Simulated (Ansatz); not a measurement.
**Counterpoise correction, worked out**

The pair of H2O (SMILES O, atoms 1–3) and Si2H6 (SMILES [SiH3][SiH3], atoms 4–11), both closed shells, in one local arrangement (a lower one may exist), relaxed at PBE0-D4/def2-TZVP:

```tsv
atom	x (Å)	y (Å)	z (Å)
O1	-0.8216	0.0624	-3.0303
H2	-1.1322	-0.8321	-3.1893
H3	0.0147	0.1252	-3.4979
Si4	0.5210	0.0806	2.3354
Si5	-0.0489	0.0869	0.0636
H6	-0.6933	0.2193	3.1859
H7	1.2025	-1.1910	2.7052
H8	1.4410	1.2076	2.6527
H9	-0.7254	1.3626	-0.2768
H10	-0.9523	-1.0617	-0.2092
H11	1.1945	-0.0598	-0.7391
```

Computed with Ansatz 0.2.0 (basis: def2-TZVPPD); correlated methods freeze the cores.

CCSD(T) total energies in eV:

| system | geometry | basis functions | energy |
| --- | --- | --- | --- |
| pair | pair | all | -17906.02927 |
| H2O | as in the pair | all (partner as ghosts) | -2077.34293 |
| Si2H6 | as in the pair | all (partner as ghosts) | -15828.64294 |
| H2O | as in the pair | its own | -2077.33548 |
| Si2H6 | as in the pair | its own | -15828.63475 |
| H2O | free (PBE0-D4 minimum) | its own | -2077.33566 |
| Si2H6 | free (PBE0-D4 minimum) | its own | -15828.63945 |

Problem. Work out the interaction energy with and without the counterpoise correction, the superposition error, and the binding energy from the relaxed fragments.

Solution. Without correction: -17906.02927 − (-2077.33548) − (-15828.63475) = -0.05904 eV.
With correction (each fragment in the whole basis): -17906.02927 − (-2077.34293) − (-15828.64294) = -0.04340 eV = -1.00 kcal/mol.
The superposition error is the difference, 0.01564 eV, 26 % of the uncorrected value: each fragment borrows its partner's functions.
Deformation from the free shapes: 0.00018 eV for H2O and 0.00470 eV for Si2H6.
Binding energy from relaxed fragments: -0.04340 + 0.00018 + 0.00470 = -0.03852 eV = -0.89 kcal/mol (electronic, without zero-point energy; negative means bound). For comparison, the corrected interaction energy by CCSD(T) at an estimated basis limit (MP2 extrapolated from triple and quadruple zeta, plus CCSD(T) − MP2 in triple zeta) is -0.054 eV; triple zeta with the correction binds less.

T1 diagnostic: at most 0.013.

For scale, one of the runs: CCSD(T)/def2-TZVPPD, 272 basis functions, launched by `ansatz run in.yaml --threads 4 --pin off --events-out ev --progress --plain --max-ram 9574MiB`. Hardware: 4 CPU threads of an Arm Neoverse V2, shared host. Wall time 97 s; peak host memory 6.7 GiB.
